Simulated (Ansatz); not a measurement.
Eight cases of bond dissociation energy with Al to Br (electronic energies, kJ/mol), geometries: B3LYP-D3(BJ)/def2-TZVP. Functionals by Ansatz (a quantum-chemistry and plane-wave program) in def2-TZVPD; columns hold the difference against the high level (Ansatz, AFQMC by cisd_afqmc): A = CCSD(T)/CBS(cc-pV(Q+d)Z,cc-pV(5+d)Z) + [CCSDT(Q) - CCSD(T)]/cc-pV(T+d)Z + core + X2C; B = CCSD(T)/CBS(cc-pV(T+d)Z,cc-pV(Q+d)Z) + [CCSDT(Q) - CCSD(T)]/cc-pV(D+d)Z + core + X2C; C = CCSD(T)/CBS(cc-pVTZ,cc-pVQZ) + [CCSDT(Q) - CCSD(T)]/cc-pVDZ. The cases were drawn at random from those of this class that have a high level and all functionals, leaving out states under which another spin lies or may lie. Left out are anions, K, Ca, elements past Kr, ionisation of Li, Na and Mg, pi-pi* triplets of linear molecules and other triplets made from a closed-shell parent. Runs that doubt their state, and full CI more than 15 mEh from coupled cluster, are set aside; a case stays where another high level and all functionals remain. AFQMC serves as high level only in triple zeta or larger, with a steady walk, a bar under 0.8 kcal/mol and agreement with other high levels or trials where they ran; where none ran, an unstable determinant or (outside 3d species) a high T1 diagnostic also bars it, so strongly correlated cases are thinned. No case was kept or dropped by the size of a functional's miss. Each difference is the functional minus the high level; affinities count positive where energy is released, gaps as the second state minus the first. UHF or UKS for unpaired electrons; spin-orbit terms are left out. Correlated methods leave the cores frozen (noble-gas shells, and filled d and f shells in the p block). Rows without X2C or -DK are non-relativistic. CBS(X,Y): correlation extrapolated as X^-3, Hartree-Fock from the larger set (Q,5: extrapolated as (X+1)exp(-9√X)). A bracket is a step between two methods taken in the basis named. The functionals are non-relativistic, so their misses hold any scalar relativity. '+ core + X2C': CCSD(T) terms for core correlation (cc-pwCVTZ, 1s frozen past Ne) and scalar relativity (cc-pVTZ-DK). Where a partner has so few electrons that a lower coupled-cluster level is exact, that level stands in.

| case | level | value | PBE | CAM-B3LYP | r2SCAN |
|---|---|---|---|---|---|
| SiH2F2 (difluorosilane, SMILES F[SiH2]F) → SiH2F (SMILES [SiH2]F, doublet) + F (doublet) | A | 685.1 | -24.7 | -17.5 | -28.4 |
| GeH2F2 (SMILES [GeH2]([F])[F]) → GeHF2 (SMILES [GeH]([F])[F], doublet) + H (doublet) | C | 380.8 | -35.0 | -11.5 | -22.9 |
| BNH2Cl2 (SMILES NB(Cl)Cl) → BNH2Cl (SMILES [B](N)Cl, doublet) + Cl (doublet) | B | 516.5 | -11.6 | -23.2 | -18.1 |
| H2SO4 (SMILES O=S(=O)(O)O) → HO (SMILES [OH], doublet) + HSO3 (SMILES O=[S](=O)O, doublet) | B | 407.7 | -35.9 | -28.0 | -34.7 |
| BSiH3F2 (difluoroboranylsilane, SMILES B(F)(F)[SiH3]) → BF2 (SMILES F[B]F, doublet) + SiH3 (SMILES [SiH3], doublet) | B | 380.8 | -22.9 | -15.8 | -33.3 |
| H3BSO2 (borothioic acid, SMILES B(O)(S)O) → H2BSO (SMILES O[B]S, doublet) + HO (SMILES [OH], doublet) | B | 612.2 | -21.8 | -17.8 | -34.3 |
| H3BSO (SMILES SBO) → H2BSO (SMILES O[B]S, doublet) + H (doublet) | B | 455.0 | -25.3 | -6.4 | -25.2 |
| BSiH5 (boranylsilane, SMILES [SiH3]B) → BH2 (SMILES [BH2], doublet) + SiH3 (SMILES [SiH3], doublet) | A | 375.5 | -12.8 | -13.8 | -27.0 |

Over these rows, PBE: mean -23.8, mean absolute 23.8, median absolute 23.8, largest -35.9; CAM-B3LYP: mean -16.8, mean absolute 16.8, median absolute 16.7, largest -28.0; r2SCAN: mean -28.0, mean absolute 28.0, median absolute 27.7, largest -34.7 kJ/mol. PBE lies above in 0 and below in 8 of the eight.
